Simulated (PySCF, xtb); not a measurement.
N2, SMILES N#N.

Harmonic wavenumbers (cm⁻¹) from GFN2-xTB (xtb) at its own minimum, in rising order: 2438.

Q: What does PySCF with PBE-D3(BJ)/def2-TZVPD give at its own minimum? (Estimate from the structure and the level; the computed values follow.)

A: 2355. Paired by order, the mean absolute difference is 83 cm⁻¹ and the zero-point energies are 3.5 and 3.4 kcal/mol.
